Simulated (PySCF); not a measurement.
Compound: C2H2P3 (charge -1).
Bonds: C1–P2 (aromatic), P2–P3 (aromatic), P3–C4 (aromatic), C4–P5 (aromatic), C1–P5 (aromatic). Hydrogens: H6 on C1; H7 on C4.
Bond orders are those of one Lewis drawing.

Computed by this run: PBE0-D3(BJ)/def2-SVP geometry optimisation, gas phase in PySCF; density fitting, grid level 1; the optimiser is geomeTRIC in internal coordinates, started from a GFN2-xTB structure.

Step 0: E = -29951.0838 eV
```
atom  x, y, z in Å  |  force x, y, z in eV/Å
C1      1.1644    0.5961   -0.0533    0.139   0.018   0.100
P2      0.3123    0.9530   -1.5102    0.160   0.334  -0.480
P3     -1.4428   -0.1140   -1.0944   -0.508  -0.079  -0.330
C4     -0.9970   -0.7178    0.4590   -0.030  -0.083   0.135
P5      0.5210   -0.3846    1.2172    0.095  -0.078   0.231
H6      2.1588    1.0126    0.0667    0.488   0.198   0.071
H7     -1.7133   -1.3403    0.9843   -0.344  -0.310   0.271
```

**Question.** Estimate the geometry and energy of step 1. (The exact step hangs on the optimiser's Hessian estimate; all steps are aligned on step 0, rigid shifts and turns removed.)

**Answer.** E = -29951.1153 eV, largest force 0.111 eV/Å
```
atom  x, y, z in Å  |  force x, y, z in eV/Å
C1      1.1837    0.6075   -0.0564    0.010   0.001   0.008
P2      0.3181    0.9634   -1.5231    0.005   0.036  -0.065
P3     -1.4581   -0.1177   -1.1033   -0.052   0.001  -0.052
C4     -1.0155   -0.7293    0.4644   -0.004  -0.011   0.013
P5      0.5176   -0.3825    1.2097    0.041  -0.030   0.098
H6      2.1929    1.0250    0.0732   -0.030  -0.015   0.007
H7     -1.7354   -1.3615    1.0048    0.029   0.017  -0.010
```

The energy changes by -0.0315 eV. The first-order estimate −F·Δx gives -0.0636 eV and the mean of the old and new forces, exact on a quadratic surface, -0.0316 eV. The step makes an angle of 37° with the force vector and moves no atom by more than 0.037 Å.

What follows is the cost of the whole optimisation. Time: 18 s wall; peak memory 0.53 GiB. Hardware: one thread, Intel Xeon Platinum 8259CL at 2.50 GHz (x86_64), on a shared host.
